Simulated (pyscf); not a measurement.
One addition across a multiple bond or ene-type step on the singlet surface with elements of a group swapped. ωB97M-D3(BJ)/def2-TZVP, eV, from the separated reactants. Structures and frequencies: ωB97X-D3(BJ)/def2-SVP in PySCF.

```json
[
 {"step": "`[O]=[Nb]([OH])([OH])[OH]` + `[H][H]` → `[OH][NbH]([OH])([OH])[OH]`", "barrier": "?", "reaction energy": "?", "imaginary mode (i cm⁻¹)": "1460"},
 {"step": "`[O]=[Ta]([OH])([OH])[OH]` + `[H][H]` -> `[OH][TaH]([OH])([OH])[OH]`", "barrier": "1.34", "reaction energy": "+0.28", "imaginary mode (i cm⁻¹)": "1487"}
]
```

**Question.** Some entries are withheld; supply them.

**Answer.** 
- `[O]=[Nb]([OH])([OH])[OH]` + `[H][H]` → `[OH][NbH]([OH])([OH])[OH]`, barrier: 1.58
- `[O]=[Nb]([OH])([OH])[OH]` + `[H][H]` → `[OH][NbH]([OH])([OH])[OH]`, reaction energy: +0.59

Each row is the saddle that its search found. Elements past Kr carry the def2 core potentials, without spin-orbit coupling.
